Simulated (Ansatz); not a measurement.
# BSiNH (quartet): wave-function methods side by side, cc-pVDZ

The task here is to estimate one member of a computed series from the others.

Program: Ansatz 0.2.0, Gaussian basis. Level of theory: cc-pVDZ, core rule «outside noble gas», up to 7 orbitals frozen. These are calculated values, not measurements.

To be run: UHF; CCSD(T) on ROHF; CCSD(T) on UHF; BCCD(T) on ROHF; CISD; CCSDT(Q) on ROHF; CCSDT(Q) on UHF.

20 further runs of the same task are left out: 9 that didn't finish, 11 set aside as unsound or not needed.

**The system**

The geometry is a PBE0/def2-TZVP stationary point (not a proven minimum).

4 atoms, charge 0, spin multiplicity 4.

Atoms are counted from 1 here; the program's logs count them from 0.

Bond lengths: N1–B2 1.336 Å, N1–Si3 1.777 Å, B2–Si3 2.063 Å, B2–H4 1.181 Å. Angles: B2–N1–Si3 81.7°, N1–B2–Si3 58.5°, N1–B2–H4 153.5°, Si3–B2–H4 148.1°, N1–Si3–B2 39.9°.

Geometry (Å):

```
N     0.0000   -0.7598    0.6654
B     0.0000    0.4740    1.1778
Si    0.0000    0.1517   -0.8595
H     0.0000    1.2476    2.0700
```

The first run:

Input file in.yaml:

```yaml
crystal:
  periodic: [false, false, false]
  atoms:
    - {symbol: N, position_ang: [0.000000, -0.759800, 0.665432]}
    - {symbol: B, position_ang: [0.000000, 0.473968, 1.177819]}
    - {symbol: Si, position_ang: [0.000000, 0.151704, -0.859531]}
    - {symbol: H, position_ang: [0.000000, 1.247631, 2.069996]}
basis:
  gaussian: {orbitals: cc-pVDZ}
magnetization: {spin_polarized: true, initial_magnetization: 3}
hamiltonian: {xc: hf}
output: {orbitals: {seedname: orbitals}}
```

Run with:

```bash
ansatz run in.yaml --threads 1 --pin off --events-out ev --progress --plain --max-ram 2393MiB
```

Among the steps run: UHF; CCSD(T) on ROHF; CCSD(T) on UHF; BCCD(T) on ROHF; CISD; CCSDT(Q) on ROHF; CCSDT(Q) on UHF.

One table of the session follows, with a row left open; its other results are not shown here.

| method | from UCCSDT(Q) (meV) |
| --- | --- |
| ROHF | +9085.2 |
| UHF | +8866.9 |
| RMP2 | +969.8 |
| UMP2 | ? |
| CISD | +1252.7 |
| RCCSD | +482.3 |
| UCCSD | +467.2 |
| RCCSD(T) | +68.4 |
| UCCSD(T) | +73.2 |
| BCCD(T) | +68.9 |
| RCCSDT | +43.3 |
| UCCSDT | +41.0 |
| RCCSDT(Q) | +5.0 |
| UCCSDT(Q) | 0 |

Q: Estimate the row for UMP2 from the others.

The run gave: from UCCSDT(Q) (meV): +1133.5. In the column «from UCCSDT(Q) (meV)» it lies between RMP2 (+969.8) and CISD (+1252.7).

With the free atoms at the same levels and basis (separate runs), the atomisation energy is 9.822 eV at UCCSDT(Q), 9.783 eV at RCCSD(T), 9.775 eV at UCCSD(T), 6.792 eV at ROHF.

Caveats from the session: Restricted and unrestricted rows rest on different reference determinants; where their highest levels disagree by more than a few hundredths of an eV, they describe different states and don't form one ladder.
